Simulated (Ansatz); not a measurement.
Reaction (SMILES): CO (CH3-OH) → C atom + 4 H atom + O atom
B3LYP-D3(BJ)/def2-TZVP geometries, fixed; electronic energies without zero-point terms.
Largest species:
```xyz
6

C     -0.0525     0.6636    -0.0008
O     -0.0399    -0.7570     0.0018
H     -1.0978     0.9691     0.0075
H      0.8740    -1.0577    -0.0054
H      0.4365     1.0833     0.8854
H      0.4213     1.0799    -0.8968
```

Basis-set convergence of the atomisation energy at CCSD(T) with Ansatz (a first-principles code). Cartesian d functions, on some or all atoms, in 6-31G*, 6-31+G*; all else is spherical. Cores are frozen. Open shells are unrestricted. No added dispersion term, no relativity. Functions are those of the species that has most. Reference: Hartree-Fock in aug-cc-pVQZ plus the correlation part extrapolated as X^-3 from aug-cc-pVTZ and aug-cc-pVQZ, 512.77 kcal/mol, itself unsure by roughly 1.41 kcal/mol (a third of the extrapolation step and of the last Hartree-Fock step). Deviations are taken from unrounded values.

```csv
basis,functions,atomisation energy (kcal/mol)
6-31G*,38,459.43
6-31+G*,46,460.60
cc-pVDZ,48,472.32
aug-cc-pVDZ,82,481.67
def2-SVP,48,485.37
def2-SVPD,75,492.91
pcseg-1,48,478.63
aug-pcseg-1,82,487.71
6-311G**,60,482.26
6-311+G**,68,484.36
def2-TZVP,86,492.53
def2-TZVPD,113,494.77
cc-pVTZ,116,499.98
aug-cc-pVTZ,184,503.45
pcseg-2,116,502.94
aug-pcseg-2,184,504.36
def2-TZVPP,118,501.00
def2-TZVPPD,145,502.16
cc-pVQZ,230,507.65
aug-cc-pVQZ,344,509.05
def2-QZVPP,234,508.06
def2-QZVPPD,261,508.30
```

What the diffuse functions change, pair by pair:
- 6-31G* to 6-31+G*: 8 more functions, deviation -53.33 to -52.17 kcal/mol
- cc-pVDZ to aug-cc-pVDZ: 34 more functions, deviation -40.44 to -31.10 kcal/mol
- def2-SVP to def2-SVPD: 27 more functions, deviation -27.40 to -19.86 kcal/mol
- pcseg-1 to aug-pcseg-1: 34 more functions, deviation -34.14 to -25.06 kcal/mol
- 6-311G** to 6-311+G**: 8 more functions, deviation -30.51 to -28.41 kcal/mol
- def2-TZVP to def2-TZVPD: 27 more functions, deviation -20.23 to -18.00 kcal/mol
- cc-pVTZ to aug-cc-pVTZ: 68 more functions, deviation -12.79 to -9.32 kcal/mol
- pcseg-2 to aug-pcseg-2: 68 more functions, deviation -9.83 to -8.40 kcal/mol
- def2-TZVPP to def2-TZVPPD: 27 more functions, deviation -11.77 to -10.61 kcal/mol
- cc-pVQZ to aug-cc-pVQZ: 114 more functions, deviation -5.11 to -3.72 kcal/mol
- def2-QZVPP to def2-QZVPPD: 27 more functions, deviation -4.71 to -4.46 kcal/mol

Leaving out the reference's own pair, they bring the value nearer the reference by more than 1.41 kcal/mol in 7 of 10 pairs.
